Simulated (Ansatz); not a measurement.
# Worked example: the enthalpy of H2O + C4H9N → H3NO + C4H8

Species: H2O (water) `O`, singlet; C4H9N `NC1CCC1`, singlet; H3NO (hydroxylamine) `NO`, singlet; C4H8 `C1CCC1`, singlet. The partners trade H for NH2: O–H and C–NH2 bonds give way to O–NH2 and C–H.

Shapes, held fixed at every level: PBE0-D4/def2-TZVP. Flexible molecules stand in one conformer, not always the lowest. Programs: Ansatz 0.2.0. The zero-point and thermal terms to 298 K, harmonic and unscaled (PBE0-D4/def2-TZVP), stand in the table.

At SPW92/def2-TZVPP; 1 Eh = 2625.50 kJ/mol:

| species | energy (Eh) | H(298 K) − E (kJ/mol) | tabulated ΔfH (kJ/mol) |
| --- | --- | --- | --- |
| H2O | -75.901939 | 66.4 | -241.8 |
| C4H9N | -210.705983 | 353.4 | +41.2 |
| H3NO | -130.773850 | 117.8 | -43.5 |
| C4H8 | -155.768050 | 304.8 | +27.7 |

Question: Work out the reaction enthalpy at 298 K from the calculation and from the table of heats.

Answer: 
1. Electronic: (-130.773850) + (-155.768050) − [(-75.901939) + (-210.705983)] = 0.066022 Eh = +173.3 kJ/mol.
2. Zero-point and thermal: (117.8) + (304.8) − [(66.4) + (353.4)] = +2.8 kJ/mol.
3. Computed ΔH = +176.1 kJ/mol.
4. From the heats of formation (Active Thermochemical Tables, CRC Handbook of Chemistry and Physics): (-43.5) + (27.7) − [(-241.8) + (41.2)] = +184.8 kJ/mol.
5. Computed less tabulated: -8.7 kJ/mol. Tabulated heats carry uncertainties of their own.
